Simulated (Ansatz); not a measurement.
Results of RPBE in Ansatz (plane waves, PAW) for CsCl-type TlBr.

Settings: plane-wave cutoff 520 eV, 8×8×8 k mesh, Fermi–Dirac smearing 0.01 eV, scalar-relativistic PAW data made under PBE.

Energies at three volumes about the minimum:

| V (Å³/atom) | E − E_lowest (meV/atom) |
|---|---|
| 36.375 | 0.63 |
| 37.117 | 0.00 |
| 37.860 | 0.57 |

### Question
Fit a parabola by hand: where is the minimum, what lattice constant follows, and what is the bulk modulus?

### Answer
Slopes: (0.00 − 0.63)/(37.117 − 36.375) = -0.849 and (0.57 − 0.00)/(37.860 − 37.117) = 0.767 meV/Å³. Curvature E″ = 2 × (0.767 − (-0.849))/(37.860 − 36.375) = 2.176 meV/Å⁶. From the middle of the first interval, the slope vanishes at V0 = 36.7460 − (-0.849)/2.176 = 37.136 Å³/atom. B = V0 E″ = 37.136 × 2.176 meV/Å³ × 0.1602 GPa per meV/Å³ = 12.9 GPa. With 2 atoms in the cube, a = (2 × 37.136)^(1/3) = 4.203 Å. The full Birch–Murnaghan fit to all volumes gives V0 = 37.121 Å³/atom and B0 = 12.9 GPa.

Measured, for comparison: lattice constant a 3.984 Å (temperature not stated, no zero-point or thermal correction; as tabulated in Du and Singh (2010), arXiv:1001.5458).

Note: the cell is over a tenth larger than the published one: the level's own overestimate first of all, though another phase or state, or a fault of the published cell, is possible.

Ansatz is a quantum-chemistry and plane-wave program.
